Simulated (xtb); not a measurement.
C6H6O, charge +1, quartet, geometry from GFN2-xTB of the parent state (a state made from the parent by changing its charge; the spin is typed, not shown lowest); GFN2-xTB (xtb).

Input for xtb:
```
$ xtb mol.xyz --gfn 2 --chrg 1 --uhf 3 --json

# file mol.xyz
13

O      2.25929320    -0.29892068    -0.28712446
C      0.92244864    -0.11050524    -0.11205138
C      0.05727731    -1.12549274    -0.50891663
C     -1.30520280    -0.96955503    -0.34668122
C     -1.81889765     0.19127970     0.20900119
C     -0.95832694     1.20012836     0.60342332
C      0.40838273     1.05388413     0.44525121
H      2.74204289     0.47491188     0.02742443
H      0.47387468    -2.02215763    -0.93948404
H     -1.97160197    -1.76074735    -0.65658382
H     -2.88462060     0.30834032     0.33369615
H     -1.34920352     2.10862118     1.03755651
H      1.08107514     1.84396194     0.75422755
```

The log (banner, timings and long lists left out):

```
   ID    Z sym.   atoms
    1    8 O      1
    2    6 C      2-7
    3    1 H      8-13

           -------------------------------------------------
          |                Calculation Setup                |
           -------------------------------------------------

           -------------------------------------------------
          |                 G F N 2 - x T B                 |
           -------------------------------------------------

          ...................................................
          :                      SETUP                      :
          :.................................................:
          :  # basis functions                  34          :
          :  # atomic orbitals                  34          :
          :  # shells                           20          :
          :  # electrons                        35          :
          :  max. iterations                   250          :
          :  Hamiltonian                  GFN2-xTB          :
          :  restarted?                      false          :
          :  GBSA solvation                  false          :
          :  PC potential                    false          :
          :  electronic temp.          300.0000000     K    :
          :  accuracy                    1.0000000          :
          :  -> integral cutoff          0.2500000E+02      :
          :  -> integral neglect         0.1000000E-07      :
          :  -> SCF convergence          0.1000000E-05 Eh   :
          :  -> wf. convergence          0.1000000E-03 e    :
          :  Broyden damping             0.4000000          :
          :  net charge                          1          :
          :  unpaired electrons                  3          :
          ...................................................

 iter      E             dE          RMSdq      gap      omega  full diag
   1    -19.5726312 -0.195726E+02  0.483E+00    0.49       0.0  T
   2    -19.5455579  0.270733E-01  0.399E+00    0.12       1.0  T
   3    -19.5314852  0.140727E-01  0.280E+00    0.66       1.0  T
   4    -19.5896141 -0.581290E-01  0.140E+00    0.10       1.0  T
   5    -19.5913326 -0.171849E-02  0.851E-01    0.15       1.0  T
   6    -19.5932302 -0.189753E-02  0.645E-01    0.13       1.0  T
   7    -19.5927580  0.472203E-03  0.615E-01    0.11       1.0  T
   8    -19.5946846 -0.192660E-02  0.220E-01    0.09       1.0  T
   9    -19.5950358 -0.351295E-03  0.602E-02    0.07       1.0  T
[...]
         :: total energy             -19.270592346840 Eh    ::
[...]
    11   1 H        0.926     0.127     1.556     1.951
    12   1 H        0.926     0.132     1.523     1.930
    13   1 H        0.925     0.115     1.655     2.012

 Mol. C6AA /au·bohr⁶  :       1798.549840
 Mol. C8AA /au·bohr⁸  :      44605.995148
 Mol. α(0) /au        :         67.893436

Wiberg/Mayer (AO) data.
largest (>0.10) Wiberg bond orders for each atom

 ---------------------------------------------------------------------------
     #   Z sym  total        # sym  WBO       # sym  WBO       # sym  WBO
 ---------------------------------------------------------------------------
     1   8 O    2.332 --     2 C    1.282     8 H    0.843
     2   6 C    3.748 --     1 O    1.282     3 C    1.187     7 C    1.184
     3   6 C    3.485 --     2 C    1.187     4 C    1.128     9 H    0.928
     4   6 C    3.537 --     5 C    1.257     3 C    1.128    10 H    0.927
                             6 C    0.125
     5   6 C    3.713 --     6 C    1.267     4 C    1.257    11 H    0.955
     6   6 C    3.556 --     5 C    1.267     7 C    1.131    12 H    0.925
                             4 C    0.125
     7   6 C    3.498 --     2 C    1.184     6 C    1.131    13 H    0.941
     8   1 H    0.863 --     1 O    0.843
     9   1 H    0.954 --     3 C    0.928
    10   1 H    0.951 --     4 C    0.927
    11   1 H    0.983 --     5 C    0.955
    12   1 H    0.949 --     6 C    0.925
    13   1 H    0.970 --     7 C    0.941
 ---------------------------------------------------------------------------

Topologies differ in total number of bonds
Writing topology from bond orders to xtbtopo.mol

molecular dipole:
                 x           y           z       tot (Debye)
 q only:       -0.086       0.393       0.182
   full:        0.030       0.580       0.258       1.614
molecular quadrupole (traceless):
                xx          xy          yy          xz          yz          zz
 q only:        9.260       3.597      -0.197       0.233       4.668      -9.063
  q+dip:        9.782       5.191       1.019       0.752       6.172     -10.801
   full:        8.712       5.044      -0.055       0.959       4.369      -8.657

           -------------------------------------------------
          | TOTAL ENERGY              -19.270592346840 Eh   |
          | GRADIENT NORM               0.148528406550 Eh/α |
          | HOMO-LUMO GAP               0.074706789116 eV   |
           -------------------------------------------------

normal termination of xtb
```
